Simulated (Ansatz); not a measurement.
Input for Ansatz (development build ahead of 0.2.0):

```yaml
crystal:
  periodic: [false, false, false]
  atoms:
    - { symbol: C, position_ang: [0.03489, -0.0051, -0.45732] }
    - { symbol: C, position_ang: [0.04734, 1.1773, 0.201] }
    - { symbol: C, position_ang: [0.04732, -1.1769, 0.20139] }
    - { symbol: H, position_ang: [-0.0132, 0.03807, -1.61698] }
    - { symbol: H, position_ang: [0.03097, 2.1855, -0.33227] }
    - { symbol: H, position_ang: [0.03237, 1.19941, 1.34649] }
    - { symbol: H, position_ang: [-0.04322, -2.16758, -0.27929] }
    - { symbol: H, position_ang: [0.0366, -1.22623, 1.28307] }
basis:
  gaussian: { orbitals: "6-31G" }
total_charge: 1
hamiltonian:
  xc: hf
```

The input is written out in the form of the current development build from the run's settings.

Results

```
Converged                       : yes
Total energy                    : -116.13597 hartree
Spin squared of the determinant : 0.000
```
